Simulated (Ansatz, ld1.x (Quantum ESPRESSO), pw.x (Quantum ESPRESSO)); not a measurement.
**Au: one change to the TM potential, in the atom and in the fcc crystal**

* Element: Au (Z = 79)
* Generator: ld1.x (Quantum ESPRESSO) 7.5
* Type: norm-conserving Troullier–Martins (Kleinman–Bylander form)
* Functional: PBE
* Relativity: scalar-relativistic
* Frozen core: [Xe] 4f14
* Valence charge: 11
* Reference configuration: 5d10 6s0.5 6p0.5
* Partial waves: 6s (bound): rc 2.30 bohr; 5d (bound): rc 1.50 bohr; 6p (bound): rc 2.40 bohr
* Local potential: the p channel
* Core correction: Bessel-smoothed model core inside 1.25 bohr

Change: all radii but the core radius scaled by about 1.10 (s 2.52, p 2.64, d 1.64 bohr).

Cutoffs, loose and tight: the cutoffs (Ry, on a coarse ladder) from which the occupation-weighted sum of valence levels, in a spherical-Bessel basis at the reference potential, stays within 10 and 1 mRy of its value at 400 Ry. They do not see the model core or the augmentation charge, which bear on the density cutoff. Test errors are all-electron minus pseudo excitation energies from the reference, over the configurations 5d10 6s1 6p0; 5d10 6s0 6p0; 5d9 6s0 6p0; 5d10 6s0.5 6p0; 5d9 6s1 6p0; 5d10 6s0 6p1; 5d7 6s0 6p0; variants that change the core or the reference have their own tests.

Crystal test: fcc Au in pw.x 7.5, no spin, 14³ k-points, Fermi–Dirac smearing 0.01 Ry, cutoffs set for each file from its atomic test. The reference is all-electron LAPW (Ansatz 0.2.0) with the same functional, mesh and smearing; V0 and B0 come from Birch–Murnaghan fits to the pressures at five volumes. Errors are pseudo minus all-electron; Δ is the rms difference of the E(V) curves that follow from these fits, minima aligned, over ±6 % about the mean V0. Mesh and smearing are coarse, so the numbers serve the comparison and aren't converged zero-temperature values; the lattice is a test structure that the element need not adopt.

All-electron: a0 = 4.158 Å (V0 = 17.97 Å³/atom), B0 = 139.3 GPa.

Q: Does the change bring the crystal closer to the all-electron result?

A: The mean pressure error goes from +11.28 to +12.57 GPa, so the change moves the solid further from the all-electron pressures. Neither pressure curve crosses zero within the volumes sampled, so no fits are given.

```
                       quantity       base    changed
                 outcome (atom)  generated  generated
           cutoff, loose (atom)      45 Ry      45 Ry
           cutoff, tight (atom)      80 Ry      70 Ry
            bound ghosts (atom)       none       none
largest test error (meV) (atom)      -1595      -1616
           cutoffs in pw.x (Ry)    100/400     85/340
      mean pressure error (GPa)     +11.28     +12.57
```

Base: This is a poor potential for the solid. Changed file: This is a poor potential for the solid.
